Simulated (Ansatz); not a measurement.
# C₂Cl₄ (singlet): HSE06, B2PLYP, RKS PBE0, RPA-PBE over a series of basis sets

One table from this session's results is given with a row withheld; the runs are named, their logs left out.

Program: Ansatz 0.2.0, Gaussian basis. Level of theory: all electrons in the functionals, frozen cores in the correlation of double hybrids and RPA. These are calculated values, not measurements.

The runs, in order: HSE06, B2PLYP, RKS PBE0, RPA-PBE, at STO-3G; 6-31G; 6-31G*; cc-pV(D+d)Z; cc-pV(T+d)Z; cc-pV(Q+d)Z (not every functional at every point).

22 further runs of the same task are left out: 5 that didn't finish, 17 set aside as unsound or not needed.

### The geometry

The geometry is an MP2(full)/6-31G* stationary point (not a proven minimum).

6 atoms, charge 0, spin multiplicity 1.

Atoms are counted from 1 here; the program's logs count them from 0.

Bond lengths: C1–C2 1.351 Å, C1–Cl3 1.713 Å, C1–Cl4 1.713 Å, C2–Cl5 1.713 Å, C2–Cl6 1.713 Å. Angles: C2–C1–Cl3 122.3°, C2–C1–Cl4 122.3°, Cl3–C1–Cl4 115.5°, C1–C2–Cl5 122.3°, C1–C2–Cl6 122.3°, Cl5–C2–Cl6 115.5°.

Geometry (Å):

```
C     0.0000    0.0000    0.6754
C     0.0000    0.0000   -0.6754
Cl    0.0000    1.4489    1.5897
Cl    0.0000   -1.4489    1.5897
Cl    0.0000   -1.4489   -1.5897
Cl    0.0000    1.4489   -1.5897
```

No dispersion term is added. HSE06 is the plane-wave form.

The first run:

File in.yaml:

```yaml
crystal:
  periodic: [false, false, false]
  atoms:
    - {symbol: C, position_ang: [0.000000, 0.000000, 0.675402]}
    - {symbol: C, position_ang: [0.000000, 0.000000, -0.675402]}
    - {symbol: Cl, position_ang: [0.000000, 1.448939, 1.589701]}
    - {symbol: Cl, position_ang: [0.000000, -1.448939, 1.589701]}
    - {symbol: Cl, position_ang: [0.000000, -1.448939, -1.589701]}
    - {symbol: Cl, position_ang: [0.000000, 1.448939, -1.589701]}
basis:
  gaussian: {orbitals: "cc-pV(T+d)Z.json"}
magnetization: {spin_polarized: true, initial_magnetization: 0}
hamiltonian: {xc: {name: HSE06}}
```

On the command line:

```bash
> ansatz run in.yaml --threads 2 --pin off --events-out ev --progress --plain --max-ram 24576MiB --backend cuda --devices 0, --max-vram 18GiB
```

Among the steps run: HSE06, cc-pV(T+d)Z; HSE06, cc-pV(Q+d)Z; B2PLYP, STO-3G; B2PLYP, 6-31G; B2PLYP, 6-31G*; B2PLYP, cc-pV(D+d)Z; B2PLYP, cc-pV(T+d)Z; B2PLYP, cc-pV(Q+d)Z; RKS PBE0, STO-3G; RKS PBE0, 6-31G; RKS PBE0, 6-31G*; RKS PBE0, cc-pV(D+d)Z; RKS PBE0, cc-pV(T+d)Z; RKS PBE0, cc-pV(Q+d)Z; RPA-PBE, STO-3G; RPA-PBE, 6-31G; RPA-PBE, 6-31G*; RPA-PBE, cc-pV(D+d)Z; RPA-PBE, cc-pV(T+d)Z; RPA-PBE, cc-pV(Q+d)Z.

One table of the session follows, with a row left open; its other results are not shown here.

It belongs to the step «The comparison». Atomisation energies, with free atoms from separate runs at the same level and basis (eV); wave-function rows come from earlier runs:

| level | 6-31G | cc-pV(T+d)Z | cc-pV(Q+d)Z |
| --- | --- | --- | --- |
| HSE06 |  | 20.855 | 20.905 |
| B2PLYP | ? | ? | ? |
| RPA-PBE | 11.537 | 17.482 | 17.975 |
| RHF | 9.058 | 12.512 | 12.555 |
| UHF | 9.099 | 12.528 | 12.573 |
| RCCSD(T) | 14.534 | 19.406 | 19.981 |
| UCCSD(T) | 14.534 | 19.406 | 19.965 |

Q: Estimate the row for B2PLYP from the others.

As computed: 6-31G: 15.948; cc-pV(T+d)Z: 19.860; cc-pV(Q+d)Z: 20.064.

Limits of these values: Core correlation, relativity and spin-orbit terms are not in the calculated values. Restricted and unrestricted rows rest on different reference determinants; where their highest levels disagree by more than a few hundredths of an eV, they describe different states and don't form one ladder.
